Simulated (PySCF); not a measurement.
Basis-set dependence of excited states

C₅H₅Cl.
Numbering: `[CH3:1][C:2]1=[CH:3][C:4]/1=[CH:5]/[Cl:6]` (hydrogens: H7, H8, H9 on C1; H10 on C3; H11 on C5)

TDDFT with PBE0 (PySCF), vertical singlets, core orbitals frozen in the response, spherical d and f functions. Isolated species at its PBE0-D3(BJ)/def2-SVP geometry, gas phase.

Question: How do the low singlets change with the basis? Take 6-31G*, def2-SVP, 6-31+G*, def2-SVPD, aug-cc-pVDZ, def2-TZVP and def2-TZVPD.

Answer: 

| basis | functions | diffuse | S1 (eV) | S2 (eV) | S3 (eV) | S4 (eV) | S5 (eV) | LUMO (eV) | α (au) |
| --- | --- | --- | --- | --- | --- | --- | --- | --- | --- |
| 6-31G* | 98 | no | 4.30 | 5.62 | 6.79 | 7.00 | 7.01 | -0.15 | 58.9 |
| def2-SVP | 113 | no | 4.18 | 5.94 | 6.66 | 6.68 | 6.73 | -0.35 | 60.7 |
| 6-31+G* | 122 | yes | 4.13 | 5.01 | 5.30 | 5.59 | 5.74 | -0.54 | 68.3 |
| def2-SVPD | 167 | yes | 4.17 | 5.26 | 5.53 | 6.14 | 6.30 | -0.56 | 73.7 |
| aug-cc-pVDZ | 187 | yes | 4.10 | 4.69 | 5.13 | 5.26 | 5.56 | -0.58 | 74.9 |
| def2-TZVP | 222 | no | 4.14 | 5.49 | 6.01 | 6.48 | 6.60 | -0.49 | 70.0 |
| def2-TZVPD | 276 | yes | 4.12 | 4.91 | 5.25 | 5.63 | 5.86 | -0.55 | 75.6 |

States are compared by their number. Against the largest diffuse basis here (def2-TZVPD, itself not a converged limit), sets without diffuse functions differ by up to 0.18 eV in S1 and 1.16 eV in S5; the smaller diffuse sets differ by up to 0.05 and 0.44 eV. State by state, the largest deviation of a set without diffuse functions is S1 0.18, S2 1.03, S3 1.54, S4 1.37, S5 1.16 eV. The same number needn't mean the same state in each row. Against def2-TZVPD the polarisability deviates by -22% in 6-31G*, -20% in def2-SVP, -10% in 6-31+G*, -3% in def2-SVPD, -1% in aug-cc-pVDZ, -7% in def2-TZVP. A single + in a Pople set puts diffuse functions on heavy atoms only.
